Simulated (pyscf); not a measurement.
Optimised with ωB97X-D3(BJ)/def2-SVP in PySCF.

**Question.** PBE/def2-TZVP puts the barrier of `[SiH3][SH]` + `[SiH3][SH]` → `[SiH3][S][SiH3]` + `[SH2]` (four-centre exchange; singlet surface; S–Si, H–S broken, S–Si, H–S formed) at 122.5 kJ/mol and the reaction energy at -4.1 kJ/mol, from the separated reactants. What do r²SCAN/def2-TZVP, PBE0-D3(BJ)/def2-TZVP, ωB97M-D3(BJ)/def2-TZVP give on the same structures?

**Answer.** r²SCAN: ΔE‡ = 132.4 kJ/mol, ΔE = -6.1 kJ/mol; PBE0-D3(BJ): ΔE‡ = 128.2 kJ/mol, ΔE = -7.8 kJ/mol; ωB97M-D3(BJ): ΔE‡ = 156.7 kJ/mol, ΔE = -6.9 kJ/mol. PBE's barrier lies under all of them, by 5.7 to 34.2 kJ/mol. Its reaction energy lies over all of them, by 2.0 to 3.8 kJ/mol. On the reactant side the descent ends in a complex, 18.6 kJ/mol under the separated species and 163.6 kJ/mol under the saddle at ωB97X-D3(BJ)/def2-TZVP. At ωB97X-D3(BJ)/def2-TZVP the barrier from the zero used here is 145.0 kJ/mol. One saddle was located; it need not be the lowest between these sides.
